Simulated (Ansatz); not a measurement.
# UCCSD(T)/STO-3G run of SiH3O (SMILES O[SiH2])

What is the energy change on altering one bond length of SiH3O at UCCSD(T)/STO-3G? 

Program for the calculation: Ansatz 0.2.0.

49 further runs of the same task are left out: 49 set aside as unsound or not needed.

## Step 1: The structure to begin with

The species is SiH3O (5 atoms), meant as a doublet with charge 0. As SMILES, `O[SiH2]`. The shape is that of a GFN2-xTB optimisation. This is one conformer, not always the lowest.

Bond lengths: O1–Si2 1.639 Å, O1–H3 0.952 Å, Si2–H4 1.458 Å, Si2–H5 1.448 Å. Angles: O1–Si2–H4 110.9°, O1–Si2–H5 101.7°, Si2–O1–H3 122.7°, H4–Si2–H5 117.6°.

## Step 2: A single-point energy at UCCSD(T)/STO-3G

The input, in.yaml:

```yaml
crystal:
  periodic: [false, false, false]
  atoms:
    - {symbol: O, position_ang: [0.557310, -0.433760, 0.798460]}
    - {symbol: Si, position_ang: [0.001930, 0.341950, -0.533940]}
    - {symbol: H, position_ang: [0.725690, -1.370660, 0.814800]}
    - {symbol: H, position_ang: [-1.244820, -0.253580, -1.000760]}
    - {symbol: H, position_ang: [-0.040110, 1.716040, -0.078560]}
basis:
  gaussian: {orbitals: STO-3G}
magnetization: {spin_polarized: true, initial_magnetization: 1}
correlation: {method: ccsd_t, frozen_orbitals: {H: 0, O: 1, Si: 5}}
accuracy: high
scf: {omitted_lower_state_checks: [cluster_reference, increment]}
```

On the command line:

```sh
$ ansatz run in.yaml --threads 1 --pin off --max-ram 2610MiB --events-out events.jsonl --progress --plain --runs-dir runs
```

The log of the run (excerpt; [...] marks lines left out):

```text
Warning: RAYON_NUM_THREADS=1 ignored (pool sized by the plan → 1); use --threads N
Functional definition: HF
  name "HF"
[...]
290 factors; integrals over basis functions are off by at most 3.1e-8 eV
[...]
mean field -9826.72419361 eV, -361.1254533224 hartree, gradient 2.1e-8 eV, S^2 0.751642; 0 other end points of the search recorded, 0 dependent functions left out
6 core orbitals not correlated: weight in the atoms' cores, before any rotation towards them, 1.000 or more for the frozen orbitals, at most 0.000 for the correlated occupied ones
reference -9826.72419361 eV, -361.1254533224 hartree; 7, 6 occupied and 4, 5 virtual orbitals, 290 factors
second order -1.75193102 eV of doubles, -0.00000000 eV of singles
cycle   1  -2.13310426 eV  change   -3.8e-1 eV  update   6.5e-2
[...]
cycle  23  -2.38020356 eV  change  -5.0e-10 eV  update  4.7e-10
perturbative correction -0.04800550 eV, -0.0017641695 hartree
Total energy: -9829.15240267 eV, -361.2146883595 hartree
Checks for a lower state left out: cluster_reference, increment
```

Run time: 0.22 s. Hardware: 1 thread of Arm Neoverse V1, shared host.

## Step 3: The distorted shape

The input, input.yaml:

```yaml
crystal:
  periodic: [false, false, false]
  atoms:
    - {symbol: O, position_ang: [0.567819, -0.777244, 0.684628]}
    - {symbol: Si, position_ang: [0.012439, -0.001534, -0.647772]}
    - {symbol: H, position_ang: [0.736199, -1.714144, 0.700968]}
    - {symbol: H, position_ang: [-1.234311, -0.597064, -1.114592]}
    - {symbol: H, position_ang: [-0.040110, 1.716040, -0.078560]}
basis:
  gaussian: {orbitals: STO-3G}
magnetization: {spin_polarized: true, initial_magnetization: 1}
correlation: {method: ccsd_t, frozen_orbitals: {H: 0, O: 1, Si: 5}}
accuracy: high
scf: {omitted_lower_state_checks: [cluster_reference, increment]}
```

On the command line:

```sh
$ ansatz run input.yaml --threads 1 --pin off --max-ram 2610MiB --events-out events.jsonl --progress --plain --runs-dir runs
```

The log of the run (excerpt; [...] marks lines left out):

```text
Warning: RAYON_NUM_THREADS=1 ignored (pool sized by the plan → 1); use --threads N
Functional definition: HF
  name "HF"
[...]
290 factors; integrals over basis functions are off by at most 3.4e-8 eV
[...]
mean field -9825.37879365 eV, -361.0760107856 hartree, gradient 2.3e-8 eV, S^2 0.757705; 0 other end points of the search recorded, 0 dependent functions left out
6 core orbitals not correlated: weight in the atoms' cores, before any rotation towards them, 1.000 or more for the frozen orbitals, at most 0.000 for the correlated occupied ones
reference -9825.37879365 eV, -361.0760107856 hartree; 7, 6 occupied and 4, 5 virtual orbitals, 290 factors
second order -1.94950985 eV of doubles, -0.00000000 eV of singles
cycle   1  -2.41084664 eV  change   -4.6e-1 eV  update   7.7e-2
[...]
cycle  24  -2.74644992 eV  change  -4.9e-10 eV  update  5.0e-10
perturbative correction -0.05988843 eV, -0.0022008591 hartree
Total energy: -9828.18513199 eV, -361.1791418177 hartree
Checks for a lower state left out: cluster_reference, increment
```

It took 0.22 s on 1 thread of Arm Neoverse V1, shared host.

## Step 4: Results

Level: UCCSD(T)/STO-3G, 6 core orbitals frozen.

| quantity | value |
| --- | --- |
| first shape: total energy | -361.21469 Eh |
| first shape: correlation energy (6 core orbitals frozen) | -89.2 mEh |
| first shape: (T) correction | -1.76 mEh |
| first shape: ⟨S²⟩ of the reference determinant | 0.752 |
| first shape: T1 diagnostic | 0.017 |
| distorted shape: total energy | -361.17914 Eh |
| distorted shape: correlation energy (6 core orbitals frozen) | -103.1 mEh |
| distorted shape: (T) correction | -2.20 mEh |
| distorted shape: ⟨S²⟩ of the reference determinant | 0.758 |
| distorted shape: T1 diagnostic | 0.019 |
| energy change with the Si2–H5 bond stretched from 1.448 to 1.810 Å | 0.967 eV |

With the Si2–H5 bond stretched from 1.448 to 1.810 Å the energy rises by 0.97 eV (93.3 kJ/mol). The first shape isn't relaxed at this level, so the change isn't measured from a minimum. The minimal basis adds a large error of its own. The triples (first shape) make up 2.0 % of the correlation energy. The triples (distorted shape) make up 2.1 % of the correlation energy.
